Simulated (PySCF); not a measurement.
CH₂, SMILES [CH2], multiplicity 3.

Geometry: B3LYP-D3(BJ)/def2-TZVPD. The isomer is the one that the SMILES or the coordinates give; other isomers of the formula were not compared.

Computed with ωB97X/def2-TZVPD (PySCF).

Gas-phase values at a fixed geometry.

| Item | Value |
|---|---|
| total energy | -39.15105 hartree |
| point group | C2v |
| α spin, highest occupied and lowest empty level | -9.53 and 2.13 eV |
| β spin, highest occupied and lowest empty level | -14.74 and -0.08 eV |
| dipole moment | 0.62 D |
| quadrupole, principal values (traceless, Buckingham form, about the centre of nuclear charge) | -1.46, -0.71, 2.17 D·Å |
| mean static polarisability | 14.5 bohr³ (2.14 Å³) |
| polarisability, principal values | 13.7, 14.2, 15.5 bohr³ |
| ⟨S²⟩ | 2.007 (pure state 2.00) |
